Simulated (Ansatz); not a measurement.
## Property card for Co

The calculation used DFT PBEsol, scalar-relativistic, plane waves, PAW in Ansatz.

Plane waves to 420 eV, a k mesh through Γ of 18×18×10 on the computed 2-atom cell and Gaussian smearing (0.10 eV); collinear spin from starting moments 1.8 1.8 μB.

The structure is relaxed at this level of theory with its symmetry kept.

It takes space group P6_3/mmc (No. 194, hexagonal). Conventional cell: a = 2.456 Å, b = 2.456 Å, c = 3.969 Å, α = 90.00°, β = 90.00°, γ = 120.00°. Co (site symmetry -6m2) has 12 Co at 2.44 to 2.46 Å as nearest neighbours.

| Quantity | Value |
| --- | --- |
| Volume per atom | 10.37 Å³ |
| Formation energy from the elements' standard states (uncorrected) | -0.001 eV/atom |
| Kohn–Sham band gap | none (metal) |
| Density of states at the Fermi level | 1.66 states/eV per cell |
| Löwdin character within 0.5 eV of the Fermi level | Co 3d 91 % |
| Bulk modulus | 249 GPa |
| Its pressure derivative | 4.6 |
| Bader charges (e) | Co (2 in the cell) 0.00 |
| Total moment | 3.15 μB per cell |
| Site moments (μB; atoms counted from 1 over the whole cell) | Co (atom 1) 1.64, Co (atom 2) 1.64 |

Only this magnetic start was tried.

Cost: 9 runs of about 5.9 core-minutes in all, on Arm Neoverse V2 (shared hosts).